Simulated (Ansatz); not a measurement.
# C3HO: the cost of one run

Program: Ansatz 0.2.0. Level of theory: the levels named in each step. These are calculated values, not measurements.

## Step 1: Starting point

Bond lengths: C1–C2 1.216 Å, C2–C3 1.341 Å, C3–O4 1.112 Å, C1–H5 1.067 Å. Angles: C1–C2–C3 180.0°, C2–C1–H5 180.0°, C2–C3–O4 180.0°.

As a file:

```xyz
5

C     0.0000    0.0000   -1.2750
C     0.0000    0.0000   -0.0588
C     0.0000    0.0000    1.2819
O     0.0000    0.0000    2.3944
H     0.0000    0.0000   -2.3424
```

## Step 2: A rough first relaxation, PBE-D4/def2-SVP

This run stands in another session on the same molecule. It ended at:

```xyz
5

C     0.0000    0.0000   -1.2875
C     0.0000    0.0000   -0.0535
C     0.0000    0.0000    1.2908
O     0.0000    0.0000    2.4331
H     0.0000    0.0000   -2.3829
```

## Step 3: Relaxation, PBE0-D4/def2-TZVPP

This run stands in another session on the same molecule. It ended at:

```xyz
5

C     0.0000    0.0000   -1.2675
C     0.0000    0.0000   -0.0593
C     0.0000    0.0000    1.2757
O     0.0000    0.0000    2.3955
H     0.0000    0.0000   -2.3443
```

## Step 4: Relaxation, CCSD(T)/cc-pV(T+d)Z

Contents of input.yaml:

```yaml
crystal:
  periodic: [false, false, false]
  atoms:
    - { symbol: C, position_ang: [0.0, 0.0, -1.2675339] }
    - { symbol: C, position_ang: [0.0, 0.0, -0.0592829] }
    - { symbol: C, position_ang: [0.0, 0.0, 1.27567892] }
    - { symbol: O, position_ang: [0.0, 0.0, 2.39546316] }
    - { symbol: H, position_ang: [0.0, 0.0, -2.34432528] }
total_charge: 1
basis:
  gaussian: { orbitals: "cc-pV(T+d)Z.json" }
correlation:
  method: ccsd_t
relax:
  f_tol: 0.002
  max_steps: 40
```

Command:

```
> ansatz run input.yaml --threads 4 --pin off --max-ram 10240MiB --backend cpu --events-out ev --progress --plain --runs-dir out
```

Q: Estimate wall time and peak memory on 4 threads of Arm Neoverse V1, shared host.

About 3.4 min, with a peak of 1.4 GiB.
